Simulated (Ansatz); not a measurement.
**What each rung costs, and what it gives**

Saddle point of CH7Si, doublet (SiH₄ + CH₃ → SiH₃ + CH₄; bonds formed: H1–C3; bonds broken: H1–Si2), PBE0-D4/def2-TZVP structure:

H1  (-0.077, -0.012, -0.042)
Si2  (1.328, 0.222, 0.684)
C3  (-1.510, -0.252, -0.778)
H4  (1.307, 1.521, 1.408)
H5  (1.578, -0.878, 1.655)
H6  (2.418, 0.241, -0.328)
H7  (-1.513, -1.333, -0.853)
H8  (-1.351, 0.301, -1.696)
H9  (-2.179, 0.190, -0.050)
(Å)

Barriers are electronic and count from the start structure reached by relaxing down the imaginary mode. Spin–orbit coupling is left out.

Program: Ansatz 0.2.0. Basis: as named in each row. Cores are frozen in the correlated methods; orbitals are unrestricted. B3LYP uses VWN-RPA correlation. Extrapolation: Hartree–Fock as exp(−7.88 √X), correlation as X^−2.97.

Times are rough, for one single point on 2 threads of a shared host (AMD EPYC 9R45).

The estimate by CCSD(T) at an estimated basis limit (MP2 extrapolated from triple and quadruple zeta, plus CCSD(T) − MP2 in triple zeta) is 8.84 kcal/mol.

```
      method       basis  time (s)  barrier (kcal/mol)  method less estimate
          HF      STO-3G   under 1               17.06                  8.22
      PBE-D4      STO-3G   under 1               -2.28                -11.12
       SPW92    def2-SVP   under 1               -5.41                -14.25
    B3LYP-D4       6-31G   under 1                3.09                 -5.75
      PBE-D4    def2-SVP   under 1                0.80                 -8.04
       SPW92  def2-TZVPP   under 1               -4.53                -13.37
     PBE0-D4    def2-SVP   under 1                4.11                 -4.73
      PBE-D4  def2-TZVPP   under 1                1.56                 -7.28
     BLYP-D4  def2-TZVPP         1                3.46                 -5.38
    B3LYP-D4  def2-TZVPP         1                5.72                 -3.12
    BHLYP-D4  def2-TZVPP         1                9.24                  0.40
     CCSD(T)    def2-SVP         1               10.52                  1.68
     PBE0-D4  def2-TZVPP         1                4.78                 -4.06
CAM-B3LYP-D4  def2-TZVPP         1                7.23                 -1.61
   r2SCAN-D4  def2-TZVPP         2                5.27                 -3.57
    PBE-QIDH  def2-TZVPP         2                8.11                 -0.73
      B2PLYP  def2-TZVPP         2                8.13                 -0.71
  r2SCAN0-D4  def2-TZVPP         2                7.02                 -1.82
  RPA on PBE  def2-TZVPP         2                9.94                  1.10
     wB97M-V    def2-SVP         2                7.09                 -1.75
     wB97M-V  def2-TZVPP         3                8.21                 -0.63
     wB97X-V  def2-TZVPP         3                7.42                 -1.42
      B97M-V  def2-TZVPP         3                5.25                 -3.59
         MP2  def2-QZVPP         5                9.88                  1.04
     CCSD(T)  def2-TZVPP        20                9.24                  0.40
```

All methods are single points on the PBE0-D4 structures; a negative value means that the method puts the saddle structure below the start.

The T1 diagnostic stays at or below 0.016. ⟨S²⟩ of the unrestricted Hartree–Fock references: 0.75 to 0.78 (a pure state has 0.75).

Radical steps of this kind take place in plasma deposition and etching.
